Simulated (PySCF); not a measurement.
BFH₅P.
Numbering: `[BH3-:1][PH2+:2][F:3]` (hydrogens: H4, H5, H6 on B1; H7, H8 on P2)

Structure used (PBE0-D3(BJ)/def2-SVP), in Å, numbered top down from 1:
```xyz
8
BFH5P angstrom
B      1.057    0.268   -0.008
P     -0.759   -0.122   -0.050
F     -1.854    0.816   -0.752
H      1.222   -0.789    0.629
H      1.526    0.207   -1.126
H      1.267    1.252    0.670
H     -1.344   -0.288    1.229
H     -1.066   -1.368   -0.649
```

The calculation used EOM-EE-CCSD/aug-cc-pVDZ in PySCF, restricted Hartree–Fock reference, frozen core, non-relativistic, gas phase, PBE0-D3(BJ)/def2-SVP geometry.

Problem. What does EOM-EE-CCSD give for the lowest vertical excitations?

Solution. 
```json
{"state": "singlet 1", "E (eV)": "7.31", "Eh": "0.2688", "main singles (HF orbitals, share of the singles part)": "HOMO→LUMO+5 24 %, HOMO→LUMO+11 15 %, HOMO→LUMO 14 %"}
{"state": "singlet 2", "E (eV)": "7.81", "Eh": "0.2868", "main singles (HF orbitals, share of the singles part)": "HOMO-1→LUMO+5 30 %, HOMO-1→LUMO+11 19 %, HOMO-1→LUMO 19 %"}
{"state": "singlet 3", "E (eV)": "8.05", "Eh": "0.2958", "main singles (HF orbitals, share of the singles part)": "HOMO→LUMO 38 %, HOMO-2→LUMO+5 16 %"}
{"state": "singlet 4", "E (eV)": "8.27", "Eh": "0.3038", "main singles (HF orbitals, share of the singles part)": "HOMO→LUMO 21 %, HOMO→LUMO+6 14 %, HOMO-2→LUMO+5 11 %"}
{"state": "triplet 1", "E (eV)": "6.53", "Eh": "0.2399", "main singles (HF orbitals, share of the singles part)": "HOMO→LUMO+5 25 %, HOMO→LUMO+11 19 %, HOMO→LUMO+14 15 %"}
{"state": "triplet 2", "E (eV)": "7.64", "Eh": "0.2808", "main singles (HF orbitals, share of the singles part)": "HOMO-1→LUMO+5 25 %, HOMO-1→LUMO+11 20 %, HOMO-1→LUMO 18 %"}
```

Problem. What is the vertical gap between the lowest excited singlet and the lowest triplet?

Solution. 7.31 − 6.53 = 0.78 eV (75 kJ/mol).

The first EOM-IP-CCSD ionisation energy is 11.41 eV, 3.14 eV above the highest singlet listed and 4.10 eV above the lowest.

T1 diagnostic 0.013. EOM-CCSD puts states of mainly double-excitation character too high. An iterative search for so few roots can pass over a low state.
